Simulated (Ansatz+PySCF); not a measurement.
## singlet CH3F: levels of theory in one basis

```yaml
atoms:
  - { symbol: C, position_ang: [0.0000, 0.0000, -0.5692] }
  - { symbol: F, position_ang: [0.0000, 0.0000, 0.6851] }
  - { symbol: H, position_ang: [0.0000, -0.9532, -0.9169] }
  - { symbol: H, position_ang: [-0.8255, 0.4766, -0.9169] }
  - { symbol: H, position_ang: [0.8255, 0.4766, -0.9169] }
```

Basis set: def2-SVP (spherical functions). Left uncorrelated: 2 orbitals. Charge 0, multiplicity 1.

Computed with Ansatz (development build ahead of 0.2.0); each method stands on the lowest determinant of its kind that the runs found. NEVPT2 correlates all electrons. Active spaces start from the frontier orbitals, and the lowest solution found is given.

```csv
method,E − E(RHF) (eV),<S²> of the determinant
RHF,0.00,0.00
RHF-MP2,-8.85,–
RHF-CCSD,-9.43,–
RHF-CCSD(T),-9.57,–
"CASSCF(2,2)",-0.52,–
```

What does SC-NEVPT2(2,2) give on the same scale?

-8.94 eV. NEVPT2 here correlates all electrons, so it doesn't share the others' frozen core.

Is a single determinant a sound starting point here?

By this sign, yes. Unrestricted orbitals gain 0.00 eV and <S²> is 0.00 against 0.00 for a pure state. The CASSCF(2,2) natural occupations are 1.99, 0.01.

Caution for CASSCF(2,2): other starts end on other solutions of this active space.
